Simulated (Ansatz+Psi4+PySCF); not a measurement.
## triplet S2: levels of theory in one basis

```yaml
atoms:
  - { symbol: S, position_ang: [0.0000, 0.0000, 0.9601] }
  - { symbol: S, position_ang: [0.0000, 0.0000, -2.8803] }
```

Basis set: cc-pV(T+d)Z (spherical functions). Correlated methods keep 10 orbitals frozen. Correlation on ROHF uses semicanonical orbitals with singles. Charge 0, multiplicity 3.

Computed with Ansatz (development build ahead of 0.2.0); each method stands on the lowest determinant of its kind that the runs found.

```json
{"method": "ROHF", "E − E(ROHF) (eV)": "0.00", "<S²> of the determinant": "2.00"}
{"method": "UHF", "E − E(ROHF) (eV)": "-1.88", "<S²> of the determinant": "3.03"}
{"method": "ROHF-MP2", "E − E(ROHF) (eV)": "-7.06", "<S²> of the determinant": "–"}
{"method": "UHF-MP2", "E − E(ROHF) (eV)": "-8.11", "<S²> of the determinant": "3.03"}
{"method": "UHF-CCSD", "E − E(ROHF) (eV)": "-9.54", "<S²> of the determinant": "3.03"}
{"method": "UHF-CCSD(T)", "E − E(ROHF) (eV)": "-9.87", "<S²> of the determinant": "3.03"}
```

Problem. Is a single determinant a sound starting point here?

Solution. It is doubtful. Unrestricted orbitals lower Hartree–Fock by 1.88 eV and <S²> is 3.03 where a pure state has 2.00, a sign of strong static correlation.

Caution: the determinant breaks the point group. Caution for ROHF, ROHF-MP2: an unrestricted determinant lies well below. Caution for UHF, UHF-MP2, UHF-CCSD, UHF-CCSD(T): the unrestricted determinant is a mixture of spin states. Caution for ROHF-MP2: bonds are stretched, where a single reference can fail. Caution for ROHF-MP2, UHF-MP2, UHF-CCSD(T): another reference gives a lower total. Caution for UHF-CCSD, UHF-CCSD(T): the program doubts this total.
